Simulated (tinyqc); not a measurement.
Worked calculation: ROHF in the sto-3g basis, for CH2, spin multiplicity 3. One step of it, computed by the program tinyqc.

Question. Orthogonalisation. S = U s U^T; canonical form X = U s^(-1/2), so that X^T S X = 1. Each column of U has its largest component positive (the first on a tie).

overlap S:
```
           1C 1s     1C 2s    1C 2px     1C 2py    1C 2pz     2H 1s      3H 1s
1C 1s   1.000000  0.248362  0.000000   0.000000  0.000000  0.053463   0.053117
1C 2s   0.248362  1.000000  0.000000   0.000000  0.000000  0.453762   0.452218
1C 2px  0.000000  0.000000  1.000000   0.000000  0.000000  0.000000   0.000000
1C 2py  0.000000  0.000000  0.000000   1.000000  0.000000  0.363872  -0.362925
1C 2pz  0.000000  0.000000  0.000000   0.000000  1.000000  0.254365   0.253933
2H 1s   0.053463  0.453762  0.000000   0.363872  0.254365  1.000000   0.141067
3H 1s   0.053117  0.452218  0.000000  -0.362925  0.253933  0.141067   1.000000
```

Give: eigenvalues of S; X.

Answer.

eigenvalues of S: 0.3137  0.4107  0.8677  1.0000  1.1024  1.4482  1.8572

X:
```
              1        2        3       4        5        6       7
1C 1s   -0.3023   0.0031   0.7724  0.0000  -0.6011  -0.0004  0.1725
1C 2s    1.1850  -0.0091  -0.3420  0.0000  -0.3038  -0.0009  0.4379
1C 2px   0.0000   0.0000   0.0000  1.0000   0.0000   0.0000  0.0000
1C 2py   0.0104   1.0255   0.0000  0.0000   0.0005   0.6263  0.0011
1C 2pz   0.6034  -0.0050   0.6217  0.0000   0.6477  -0.0007  0.2177
2H 1s   -0.8234  -0.8250  -0.1616  0.0000   0.1304   0.3852  0.3679
3H 1s   -0.8060   0.8379  -0.1620  0.0000   0.1306  -0.3872  0.3663
```
